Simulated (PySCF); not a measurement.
**Diatomics of Si with the third period**

PBE0 with triple-zeta basis sets in PySCF, for the lowest determinant that a PBE0 search found; no spin–orbit coupling. De refers to high-spin ground-configuration atoms. A positive dipole means M(−)Si(+).

```json
{"M": "Na", "basis": "x2c-TZVPPall", "state (unpaired electrons)": "quartet (σ ↑, π ↑↑)", "Re (Å)": "2.695", "ωe (cm⁻¹)": "257", "De (eV)": "1.43", "μ (D)": "-7.11"}
{"M": "Mg", "basis": "x2c-TZVPPall", "state (unpaired electrons)": "triplet (π ↑↑)", "Re (Å)": "2.544", "ωe (cm⁻¹)": "313", "De (eV)": "1.14", "μ (D)": "-3.38"}
{"M": "Al", "basis": "def2-TZVPP", "state (unpaired electrons)": "quartet (σ ↑, π ↑↑)", "Re (Å)": "2.416", "ωe (cm⁻¹)": "380", "De (eV)": "2.64", "μ (D)": "-1.33"}
{"M": "Si", "basis": "def2-TZVPP", "state (unpaired electrons)": "triplet (π ↑↑)", "Re (Å)": "2.255", "ωe (cm⁻¹)": "519", "De (eV)": "3.34", "μ (D)": "n/a"}
{"M": "P", "basis": "def2-TZVPP", "state (unpaired electrons)": "doublet (π ↑)", "Re (Å)": "2.070", "ωe (cm⁻¹)": "641", "De (eV)": "3.69", "μ (D)": "0.94"}
{"M": "S", "basis": "x2c-TZVPPall", "state (unpaired electrons)": "singlet (closed shell)", "Re (Å)": "1.930", "ωe (cm⁻¹)": "765", "De (eV)": "6.18", "μ (D)": "1.71"}
{"M": "Cl", "basis": "x2c-TZVPPall", "state (unpaired electrons)": "doublet (π ↑)", "Re (Å)": "2.068", "ωe (cm⁻¹)": "534", "De (eV)": "4.44", "μ (D)": "0.79"}
```

Question: By what factor does the bond length vary along the series?

Answer: At PBE0 it runs from 1.930 Å (SiS) to 2.695 Å (NaSi), a factor of 1.40.

The rows differ in basis set, which adds steps of its own.

The state changes along the series, so neighbouring rows are not always alike in their bonding.

States were picked by a PBE0 search and need not be the measured ground states.
